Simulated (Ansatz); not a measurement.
**AlBH₄O (SMILES [BH2][AlH][OH]): single points off equilibrium**

The task here is to estimate one member of a computed series from the others.

Computed with Ansatz 0.2.0, Gaussian basis. Level: single points in def2-TZVPP.

Cores are frozen in the correlated methods. B3LYP uses VWN-RPA correlation.

### The starting structure

SMILES `[BH2][AlH][OH]`, 7 atoms, charge 0, spin multiplicity 1.

Atoms are counted from 1 here; the program's logs count them from 0.

Bond lengths: B1–Al2 2.164 Å, B1–H4 1.173 Å, B1–H5 1.273 Å, Al2–O3 1.664 Å, Al2–H6 1.723 Å, O3–H7 1.115 Å. Angles: Al2–B1–H4 122.5°, Al2–B1–H5 123.0°, H4–B1–H5 111.2°, B1–Al2–O3 112.8°, B1–Al2–H6 130.8°, O3–Al2–H6 116.3°, Al2–O3–H7 171.3°.

Coordinates:

```xyz
7
charge 0, multiplicity 1
B    -1.29920    0.49270   -0.60580
Al    0.33280    0.10440    0.76120
O     1.56160   -0.77460    0.06480
H    -2.07060   -0.33410   -0.91800
H    -1.29180    1.45480   -1.44000
H     0.51430    0.47700    2.43320
H     2.47930   -1.31130   -0.27070
```

Set-up of the first run:

run/in.yaml

```yaml
crystal:
  periodic: [false, false, false]
  atoms:
    - {symbol: B, position_ang: [-1.299200, 0.492700, -0.605800]}
    - {symbol: Al, position_ang: [0.332800, 0.104400, 0.761200]}
    - {symbol: O, position_ang: [1.561600, -0.774600, 0.064800]}
    - {symbol: H, position_ang: [-2.070600, -0.334100, -0.918000]}
    - {symbol: H, position_ang: [-1.291800, 1.454800, -1.440000]}
    - {symbol: H, position_ang: [0.514300, 0.477000, 2.433200]}
    - {symbol: H, position_ang: [2.479300, -1.311300, -0.270700]}
basis:
  gaussian: {orbitals: def2-TZVPP}
correlation: {method: ccsd_t}
output: {forces: true}
```

The command line of these runs was not kept.

Among the steps run: CCSD(T)/def2-TZVPP; PBE0-D4/def2-TZVPP; wB97M-V/def2-TZVPP; r2SCAN-D4/def2-TZVPP; PBE-D4/def2-TZVPP; B3LYP-D4/def2-TZVPP; SPW92/def2-TZVPP.

One table of the session follows, with a row left open; its other results are not shown here.

```
   method  RMS force component (eV/Å)  angle to CCSD(T) forces (°)  dipole (D)
  CCSD(T)                       1.922                    reference        1.14
  PBE0-D4                       1.916                          1.4        1.12
  wB97M-V                       1.925                          1.6        1.16
r2SCAN-D4                       1.869                          1.2        1.19
   PBE-D4                       1.806                          3.7        1.17
 B3LYP-D4                       1.884                          1.2        1.11
    SPW92                           ?                            ?           ?
```

**Question.** Estimate the row for SPW92.

The run gave: RMS force component (eV/Å): 1.704; angle to CCSD(T) forces (°): 4.8; dipole (D): 1.22. In the column «RMS force component (eV/Å)» it is the lowest.
